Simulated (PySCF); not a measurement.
N$_{2}$: calculation and literature

Atoms are numbered as in `[N:1]#[N:2]`.

Published values to compare with: σ 15N N1/N2 -61.6 ppm (measured; gas; G. L. Stoychev, PhD thesis, Univ. Bonn 2021 (Stoychev, Auer, Izsak, Neese, JCTC 2018, 14, 619)).
δ 15N N1/N2 326.1 ppm (measured; gas; Olsson, Cremer, J. Chem. Phys. 1996, 105, 8995 (gas-phase data of Jameson 1987, Jameson 1981, Wasylishen 1984)).
δ 15N N1/N2 326.1 ppm (measured; gas; L. Olsson, D. Cremer, J. Chem. Phys. 105 (1996) 8995).
σ 15N N1/N2 -60.2 ppm (CCSD(T)/cc-pCVQZ; gas (isolated, no vibration); M. Glasbrenner, PhD thesis, LMU Munich (RPA NMR shieldings paper, SI)).

[PySCF 2.14: shieldings: GIAO B97-2/pcSseg-2; geometry from PBE0-D3(BJ)/def2-TZVP; no relativistic terms; averaged over atoms made equivalent by symmetry, fast rotation or ring inversion; isolated molecule; one computed conformer]

(1) Set the calculated values beside the experiment.

(2) How far are the unscaled 15N shieldings from the references?

(3) How far are the unscaled 15N shifts from the references?

Results:

(1) 
Reference values: measured (gas; G. L. Stoychev, PhD thesis, Univ. Bonn 2021 (Stoychev, Auer, Izsak, Neese, JCTC 2018, 14, 619)).
```
atoms  quantity  reference  computed
N1/N2     σ 15N      -61.6     -81.4
```

Reference values: measured (gas; Olsson, Cremer, J. Chem. Phys. 1996, 105, 8995 (gas-phase data of Jameson 1987, Jameson 1981, Wasylishen 1984)).
```csv
atoms,quantity,reference,computed
N1/N2,δ 15N vs NH3 (gas),326.1,343.2
```

Reference values: measured (gas; L. Olsson, D. Cremer, J. Chem. Phys. 105 (1996) 8995).
```tsv
atoms	quantity	reference	computed
N1/N2	δ 15N vs gaseous NH3	326.1	343.2
```

Reference values: CCSD(T)/cc-pCVQZ (gas (isolated, no vibration); M. Glasbrenner, PhD thesis, LMU Munich (RPA NMR shieldings paper, SI)).
| atoms | quantity | reference | computed |
| --- | --- | --- | --- |
| N1/N2 | σ 15N | -60.2 | -81.4 |

Absolute shieldings are compared as such; zero-point and thermal motion, absent here, lowers them by some tenths of a ppm for H, a few ppm for C and up to about 10 ppm for F.

Computed shifts are σ(ref) − σ with the named reference compound (TMS for H and C) calculated as an isolated molecule at the same level. The measured values may be among those fitted. Shieldings were converted by a linear fit to measured shifts: 15N (scatter 6.8 ppm rms vs CH3NO2, solution or neat liquid). A few per cent of atoms miss by over 2 rms, more outside the fitted compound classes.

(2) Mean signed difference -20.50 ppm, mean absolute 20.50 ppm over 2 comparisons; the largest is -21.2 ppm at N1/N2 (nitrogen bonded to N).

(3) Mean signed difference +17.10 ppm, mean absolute 17.10 ppm over 2 comparisons; the largest is +17.1 ppm at N1/N2 (nitrogen bonded to N).

4 of the 15 published NMR values on file for this molecule are compared. The rest: values from further sources, other calculations.
